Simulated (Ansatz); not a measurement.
A made-up structure of CH₃Al₂ (charge +1), closed shell:

```
6
angstrom
C -0.4708 -0.1369 -0.1214
Al 0.4935 0.4134 -1.5425
Al -0.1184 -0.3042 1.6393
H 0.8058 -1.4947 1.8365
H 1.3612 0.8960 -2.7429
H 0.2273 -0.4336 3.1528
```

It is relaxed with PBE-D4/def2-SVP and then PBE0-D4/def2-TZVP (Ansatz 0.2.0). Atoms count as bonded within 1.22 times the sum of their covalent radii (H–H: 0.88 Å). The end point is not checked to be a true minimum.

**Question.** Does its bonding change? (A judgement: the text doesn't fix the answer.)

**Answer.** Computed: Yes. Formed: C1–H4; broken: Al3–H4.

Where it ends: The first stage lowers the energy by 4.29 eV in 13 steps. It ends as CH₃Al₂ ([AlH][CH][AlH]), total charge +1:
| atom | x (Å) | y (Å) | z (Å) |
| --- | --- | --- | --- |
| C1 | 0.4460 | -0.6734 | 0.3234 |
| Al2 | 0.7193 | 0.2198 | -1.2189 |
| Al3 | -0.0035 | -0.1751 | 1.9970 |
| H4 | 0.5832 | -1.7568 | 0.2212 |
| H5 | 0.9467 | 1.0287 | -2.5306 |
| H6 | -0.3930 | 0.2968 | 3.4296 |

Labels in which every atom is bracketed show which atoms are joined, not bond orders.

For scale, one of the runs: PBE0-D4/def2-TZVP relaxation, 123 basis functions, launched by `ansatz run in.yaml --threads 2 --pin off --events-out ev --progress --plain --max-ram 4352MiB`. Hardware: 2 CPU threads of an Arm Neoverse V2, shared host. Wall time about 10 s.
